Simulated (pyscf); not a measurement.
PySCF, gas phase, ωB97X-D3(BJ)/def2-SVP geometries.

Task: PBE/def2-TZVP puts the barrier of F–Ge(F)(F)–F + H₂ -> F–GeH(F)–F + HF (four-centre exchange; singlet surface; F–Ge, H–H broken, Ge–H, F–H formed) at 1.64 eV and the reaction energy at +0.28 eV, from the separated reactants. What do r²SCAN/def2-TZVP, M06-2X/def2-TZVP, ωB97M-D3(BJ)/def2-TZVP give on the same structures?

Result: r²SCAN: ΔE‡ = 1.77 eV, ΔE = +0.40 eV; M06-2X: ΔE‡ = 2.06 eV, ΔE = +0.49 eV; ωB97M-D3(BJ): ΔE‡ = 1.92 eV, ΔE = +0.28 eV. PBE's barrier lies under all of them, by 0.13 to 0.42 eV. Its reaction energy matches one of them and lies within 0.21 eV of the others. At the saddle there is also a short Ge–H contact that neither side keeps. This is the saddle that the search found; another between the same sides may lie lower. Elements up to Kr have no core potential and no relativistic terms here.
